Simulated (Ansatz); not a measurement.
System: chalcopyrite CdGeAs2. Method: BLYP (Ansatz, a quantum-chemistry and plane-wave program, plane waves, PAW).

From the output:

```
Relaxation: its limit of steps is 80 (relax.max_steps)
Crystal: 8 atoms, lattice volume = 215.168 Å³
Basis set: ecut = 520 eV, 5841 PW (Γ), exchange–correlation on 108×108×108 points (8 copies of the dense FFT grid, shifted against one another)
Bands: 77, of which v1, the nominal top of the filled ones, is band 64 counted from 1 (63 counted from 0)
Symmetry: 8 space group operations
Space group: I-42d (ITA 122), of the structure as read, at distance tolerance 6.0e-5 Å
k-points: 59 of 512 (time reversal used)
Functional: x = b88, c = lyp
SCF iter   1: F=—  HF=-44618.654487 eV  |F-HF|=—  |Δ(HF+E_count)|=         —  Δρ=4.83e-3  dr2=4.15e-2
SCF iter   2: F=—  HF=-44618.645430 eV  |F-HF|=—  |Δ(HF+E_count)|=   9.06e-3  Δρ=2.54e-3  dr2=1.43e-2
  ...
SCF 1 converged in 7 iterations: F = -44618.640453 eV  dr2 = 9.26e-8
Crystal: 8 atoms, lattice volume = 215.168 Å³
Basis set: ecut = 520 eV, 5817 PW (Γ), exchange–correlation on 108×108×108 points (8 copies of the dense FFT grid, shifted against one another)
Initial density: handed on by an earlier stage of this run
SCF 2 converged in 5 iterations: F = -44618.640631 eV  dr2 = 1.23e-8
Crystal: 8 atoms, lattice volume = 215.168 Å³
Basis set: ecut = 520 eV, 5825 PW (Γ), exchange–correlation on 108×108×108 points (8 copies of the dense FFT grid, shifted against one another)
SCF 3 converged in 4 iterations: F = -44618.640661 eV  dr2 = 4.23e-9
Crystal: 8 atoms, lattice volume = 215.168 Å³
SCF iter   4: F=—  HF=-44618.640661 eV  |F-HF|=—  |Δ(HF+E_count)|=   1.62e-8  Δρ=1.60e-7  dr2=5.08e-11
SCF iter   5: F=-44618.640661 eV  HF=-44618.640661 eV  |F-HF|=1.91e-9  |Δ(HF+E_count)|=  9.53e-10  Δρ=1.30e-7  dr2=8.45e-12
SCF 4 converged in 5 iterations: F = -44618.640661 eV  dr2 = 8.45e-12
SCF converged after 5 iterations
Free energy (F): -44618.640661 eV
Internal energy: -44618.640656 eV  (E = F + TS)
E sigma→0 (E₀):  -44618.640659 eV
Fermi energy:    8.118081 eV
--- Forces (eV/Å), atoms counted from 1 ---
  atom   1  Cd     0.00000000     0.00000000    -0.00000000
  atom   2  Cd     0.00000000     0.00000000     0.00000000
  atom   3  Ge     0.00000000    -0.00000000    -0.00000000
  atom   4  Ge     0.00000000    -0.00000000     0.00000000
  atom   5  As    -0.00062080     0.00000000     0.00000000
  atom   6  As     0.00000000     0.00062080    -0.00000000
  atom   7  As     0.00062080     0.00000000     0.00000000
  atom   8  As    -0.00000000    -0.00062080     0.00000000
--- Stress (GPa, compression-positive) ---
        1.947383      -0.000000      -0.000000
       -0.000000       1.947383       0.000000
       -0.000000       0.000000       1.942854
  P = ⅓ Tr σ = 1.9459 GPa (19.459 kbar)
```

Problem. Write an input file that could have produced this run (the log leaves some choices open).

Solution. This is not unique; one that fits is 
Ansatz 0.2 input:
```yaml
crystal:
  lattice:
    - [-3.0429421705, 3.0429421705, 5.8093776968]
    - [3.0429421705, -3.0429421705, 5.8093776968]
    - [3.0429421705, 3.0429421705, -5.8093776968]
  atoms:
    - { symbol: Cd, position: [0.0, 0.0, 0.0] }
    - { symbol: Cd, position: [0.75, 0.25, 0.5] }
    - { symbol: Ge, position: [0.5, 0.5, 0.0] }
    - { symbol: Ge, position: [0.25, 0.75, 0.5] }
    - { symbol: As, position: [0.875, 0.8486194596, 0.4736194596] }
    - { symbol: As, position: [0.1513805404, 0.625, 0.0263805404] }
    - { symbol: As, position: [0.375, 0.4013805404, 0.5263805404] }
    - { symbol: As, position: [0.5986194596, 0.125, 0.9736194596] }
basis:
  ecutwfc: 520
  ecutrho_ratio: 4
  xc_grid: 2
kpoints:
  mp_grid: { grid: [8, 8, 8] }
hamiltonian:
  xc: blyp
  dispersion: none
  pseudopotentials: { kind: paw }
scf:
  occupations: { method: fermi_dirac, width: 0.01 }
output:
  forces: true
  stress: true
  eigenvalues: true
relax:
  f_tol: 0.004
  escape_saddle: false
  max_steps: 80
  cell: { stress_tol: 0.02, fix: [volume] }
```

The cell is one volume of an energy–volume scan, off the minimum.

The PAW data were made under PBE.

It cost about 7 core-minutes (a rough figure) of CPU time.
